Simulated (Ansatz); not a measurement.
**Rock-salt HfC**

All values below come from PBE+SOC (Ansatz, a quantum-chemistry and plane-wave program, PAW).

Settings: plane-wave cutoff 520 eV, 20×20×20 k mesh, Fermi–Dirac smearing 0.05 eV, PAW data made under PBE.

Cell (relaxed at this level):

HfC has the cubic space group Fm-3m (No. 225), the rock salt structure, Pearson symbol cF8. Lattice parameters: a = 4.6469 Å, b = 4.6469 Å, c = 4.6469 Å, α = 90.00°, β = 90.00°, γ = 90.00°. Hf on 4a has 6 C at 2.323 Å (octahedral). C on 4b sees 6 Hf at 2.323 Å (octahedral). (Neighbours: up to the widest gap in distance over summed covalent radii, below 1.35, at either atom; cation-cation and far metal-metal contacts left out.)
(The calculation used a cell of 2 atoms; values per cell refer to that cell.)

```yaml
bulk_modulus: 234 GPa
band_gap: zero (no gap)
pressure derivative B′ of the bulk modulus: 4.0
```

Measured, for comparison: bulk modulus 242 GPa (room temperature, no zero-point or thermal correction, our sources range from 242 to 286; as tabulated in Synthesis of Binary Transition Metal Nitrides, Carbides and Borides from the …). Computed (rounded) less measured: bulk modulus not scored (sources differ).

Static lattice: no zero-point or thermal effects.

The result took roughly 9 core-minutes.
